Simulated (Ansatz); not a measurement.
input.yaml (Ansatz)

```yaml
crystal:
  lattice:
    - [-2.2796986535, 2.2796986535, 2.2796986535]
    - [2.2796986535, -2.2796986535, 2.2796986535]
    - [2.2796986535, 2.2796986535, -2.2796986535]
  atoms:
    - { symbol: Ba, position: [0.0, 0.0, 0.0] }
hamiltonian:
  xc: lda
  pseudopotentials:
    kind: paw
    azcp:
      Ba: "pseudopotentials/Ba.paw.azcp"
basis:
  ecutwfc: 420
  fft_grid_basis: typed
kpoints:
  mp_grid: { grid: [15, 15, 15], shift: [0, 0, 0] }
magnetization:
  spin_polarized: false
scf:
  occupations: { method: fermi_dirac, width: 0.1 }
output:
  stress: true
```

and its output:

```
Warning: the record states the generating functional pbe (its physics header spells it `PBE`), which answers neither for hamiltonian.xc's functional nor for the lda family's — results may be inconsistent (PPs are generated against a specific XC)
Engine: ansatz 0.2.0, x86_64-unknown-linux-gnu
Pseudopotentials: kind: paw
Pseudopotential: Ba, paw, valence charge 10, recommended cutoff 420 eV (normal) 
Functional definition: SPW92
  exchange = slater_x
  correlation = pw_c
Crystal: 1 atoms, lattice volume = 47.391 Å³
Basis set: ecut = 420 eV, 959 PW (Γ)
Bands: 9, of which v1, the nominal top of the filled ones, is band 5 counted from 1 (4 counted from 0)
Symmetry: 48 space group operations
Space group: Im-3m (ITA 229), of the structure as read, at distance tolerance 3.6e-5 Å
k-points: 120 of 3375
Non-local potential: Ba, projectors of the file, l = 0: 3, l = 1: 2, l = 2: 2, l = 3: 2
PAW form: soft (Blöchl's): semilocal exchange-correlation on the pseudo side does not see the compensation charge
PAW frozen core: Ba, regenerated for the run's functional, and the local potential with it (the file was generated under x = pbe(κ = 0.804, μ = 0.2195149727645171), c = pbe(β = 0.06672455060314922))
PAW one-centre angular grid: Ba, 194 points (default); XC on 64 Gauss nodes
Initial density: superposition of atomic densities (neutral atoms: chi_scale 0, normalization atom), corrected by the library's trained network
Initial wavefunctions: pseudopotential atomic-orbital guess
Functional: x = slater, c = lda
SCF iter   1: F=—  HF=-5779.573570 eV  |F-HF|=—  |Δ(HF+E_count)|=         —  Δρ=3.76e-3  dr2=3.66e-3  ethr=1.77e-3  ⟨swp⟩=7.6  Hψ=10612  notcnv=0
SCF iter   2: F=—  HF=-5779.573178 eV  |F-HF|=—  |Δ(HF+E_count)|=   3.91e-4  Δρ=2.08e-3  dr2=1.19e-3  ethr=3.66e-5  ⟨swp⟩=2.2  Hψ=2441  notcnv=0
SCF iter   3: F=—  HF=-5779.573175 eV  |F-HF|=—  |Δ(HF+E_count)|=   3.40e-6  Δρ=3.57e-4  dr2=5.21e-5  ethr=1.19e-5  ⟨swp⟩=1.1  Hψ=1120  notcnv=0
SCF iter   4: F=—  HF=-5779.573194 eV  |F-HF|=—  |Δ(HF+E_count)|=   1.91e-5  Δρ=7.42e-5  dr2=2.32e-6  ethr=5.21e-7  ⟨swp⟩=1.7  Hψ=1424  notcnv=0
iter 5 did not close the SCF: its close was put off for the readings that it lacked (scf_convergence_deferred on its scf_iter line)
SCF iter   5: F=-5779.573195 eV  HF=-5779.573195 eV  |F-HF|=6.23e-9  |Δ(HF+E_count)|=   5.63e-7  Δρ=9.43e-6  dr2=2.81e-8  ethr=2.32e-8  ⟨swp⟩=2.2  Hψ=1676  notcnv=0
SCF iter   6: F=-5779.573195 eV  HF=-5779.573195 eV  |F-HF|=1.33e-9  |Δ(HF+E_count)|=  5.21e-10  Δρ=1.75e-6  dr2=2.58e-9  ethr=2.81e-10  ⟨swp⟩=2.9  Hψ=3697  notcnv=0
SCF 1 converged in 6 iterations: F = -5779.573195 eV  dr2 = 2.58e-9
SCF converged after 6 iterations
Free energy (F): -5779.573195 eV
Harris-Foulkes:  -5779.573195 eV  (|F-HF|=1.33e-9)
Internal energy: -5779.533733 eV  (E = F + TS)
E sigma→0 (E₀):  -5779.553464 eV
Entropy (-TS):   -0.039462 eV (-39.462 meV/atom)
Fermi energy:    8.037616 eV
--- Per-component energies (eV) ---
  E_band       = -59.474460
  E_kinetic    = 168.839020
  E_local      = -305.863855  (includes V_loc(G=0)·N_el)
  E_nonlocal   = 60.694144
  E_hartree    = 95.446983
  E_xc         = -166.357011
  E_vxc        = -135.230868  (∫ρ·V_xc dr)
  E_paw        = -5057.897911  (= ΣΔE_a)
  E_vpaw       = -38.806025  (= ΣTr[D̂ρ^β])
  E_aug_tail   = -0.000002  (compensation charges beyond the density's cutoff)
  E_ewald      = -574.677616
  E_core_change = 0.282516  (= ΣΔE_core)
  E_smearing   = -0.039462  (= −TS)
  E_closure    = 0.000000  (closes the sum)
  Σ components = -5779.573195   (vs F -5779.573195, Δ=0.00e0)
--- Stress (GPa, compression-positive) ---
        1.522712      -0.000000      -0.000000
        0.000000       1.522712      -0.000000
        0.000000       0.000000       1.522712
  P = ⅓ Tr σ = 1.5227 GPa (15.227 kbar)
```
